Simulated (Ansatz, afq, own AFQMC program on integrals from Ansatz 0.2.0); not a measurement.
Integrals from Ansatz 0.2.0, then the random walk in our own AFQMC program (afq).

```yaml
crystal:
  periodic: [false, false, false]
  atoms:
    - {symbol: Al, position_ang: [0.003446, -0.003456, -0.003430]}
    - {symbol: H, position_ang: [0.953471, 0.947859, 0.947127]}
    - {symbol: H, position_ang: [-0.950362, -0.950834, 0.947270]}
    - {symbol: H, position_ang: [-0.944005, 0.946488, -0.957918]}
    - {symbol: H, position_ang: [0.848644, -0.851005, -0.844660]}
basis:
  gaussian: {orbitals: "6-31++G**"}
total_charge: -1
magnetization: {spin_polarized: false}
correlation: {method: ccsd_t, electrons: outside_noble_gas, hamiltonian_folder: ham}
```

```sh
$ ansatz run in.yaml --threads 1 --pin off --events-out ev --progress --plain --max-ram 1382MiB
```

Options of the walk:

```
--method phaseless --trial cisd --walkers 60 --populations 1 --least-time 40 --time-step 0.005 --steps-per-block 50 --equilibration-blocks 28 --max-blocks 300 --target-error 0.00034 --factor-cut 1e-05 --seed 232 --release-times 0.24,0.51,0.99,1.62,2.4 --release-step 0.03 --release-every 4 --taylor-order 6
```

Times are imaginary, in 1/Eh. The walk had a cap of 623 s.

```
orbitals 42  electrons 4 4  factors 319 of 409
reference energy -244.21486205 Eh
CCSD correlation -0.12217767 Eh in 9 cycles, weight of the determinant in the CISD state 0.9308
energy of the start -244.337040 Eh
 block  time / (1/Eh)  mean weight  energy / Eh
     1     0.250  0.9985  -244.336084
     2     0.500  1.0003  -244.336203
     3     0.750  1.0008  -244.336425
     4     1.000  1.0004  -244.336709
     5     1.250  0.9984  -244.337188
    10     2.500  1.0021  -244.338929
    29     7.250  0.9992  -244.338771
    45    11.250  0.9997  -244.341620
    49    12.250  0.9994  -244.340379
    69    17.250  1.0002  -244.338397
    89    22.250  0.9994  -244.339711
   105    26.250  1.0004  -244.337257
   109    27.250  0.9993  -244.337651
   129    32.250  0.9996  -244.338753
   149    37.250  0.9996  -244.338502
   169    42.250  1.0007  -244.341213
   185    46.250  1.0003  -244.338740
blocks merged  error / Eh  count
     1  0.000074  160
     2  0.000095  80
     4  0.000119  40
     8  0.000140  20
    16  0.000108  10
released: time / (1/Eh)  energy / Eh  error  mean overlap
  0.24  -244.338914  0.000119  1.0021
  0.51  -244.339043  0.000156  0.9897
  0.99  -244.339296  0.000129  0.9772
  1.62  -244.339300  0.000143  0.9740
  2.40  -244.339263  0.000133  0.9500
energy -244.338942 +/- 0.000140 Eh
(rows thinned)
```

(1) Estimate how long the walk took on 1 thread of Arm Neoverse V2, on a shared host.

The run passed its tests (sampling time, drift between the halves within three errors, error under three times the target), which doesn't prove that it has relaxed.

Against this walk (error 3.8 meV) on the same determinant: CCSD(T) 7.7 meV higher, CCSDT(Q) 5.8 meV lower (within the noise). The error is statistical and leaves out the bias of the constraint. Released to 2.40 1/Eh the energy moves by -9 ± 5 meV (both errors), within twice the noise.

Cautions: constraint bias not in the error.

Answers

(1) 110 s of wall time.

CCSDT and higher add their correlation energy to the determinant of the CCSD(T) run, since their own runs factorise the integrals more tightly (a shift of under 2 meV). A walk keeps the symmetry of its determinant, which the program's search chose and which needn't be the lowest solution, so a lower state of the same spin and another symmetry isn't excluded.
